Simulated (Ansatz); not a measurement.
Start from `CC(N)O` and change one atom or group to get `CC(N)CN`.

Ansatz, PBE0-D4/def2-TZVP geometries, multiplicity 1. Each molecule was computed in one conformer, which needn't be the lowest.

```json
{"property": "HOMO–LUMO gap (B3LYP/def2-TZVPP) / eV", "`CC(N)O`": "7.39"}
{"property": "LUMO energy (ωB97M-V/def2-TZVPP) / eV", "`CC(N)O`": "2.19"}
{"property": "HOMO energy (PBE0/def2-TZVPP) / eV", "`CC(N)O`": "-7.21"}
{"property": "zero-point energy (PBE0-D4/def2-TZVP) / kJ/mol", "`CC(N)O`": "256.5"}
{"property": "HOMO–LUMO gap (ωB97M-V/def2-TZVPP) / eV", "`CC(N)O`": "11.85"}
{"property": "LUMO energy (PBE/def2-TZVPP) / eV", "`CC(N)O`": "-0.02"}
```

(1) Give the same properties after the change, and the shifts. (Best estimate.)

## Answers

(1) Ansatz gave: 
```json
{"property": "HOMO–LUMO gap (B3LYP/def2-TZVPP) / eV", "`CC(N)CN`": "6.87", "shift": "-0.52"}
{"property": "LUMO energy (ωB97M-V/def2-TZVPP) / eV", "`CC(N)CN`": "2.25", "shift": "0.06"}
{"property": "HOMO energy (PBE0/def2-TZVPP) / eV", "`CC(N)CN`": "-6.60", "shift": "0.61"}
{"property": "zero-point energy (PBE0-D4/def2-TZVP) / kJ/mol", "`CC(N)CN`": "365.6", "shift": "109.1"}
{"property": "HOMO–LUMO gap (ωB97M-V/def2-TZVPP) / eV", "`CC(N)CN`": "11.25", "shift": "-0.60"}
{"property": "LUMO energy (PBE/def2-TZVPP) / eV", "`CC(N)CN`": "0.04", "shift": "0.06"}
```

The zero-point energy changes by 109.1 kJ/mol with +12 modes.

B3LYP here is the variant with VWN-RPA as its local correlation; programs differ in this.
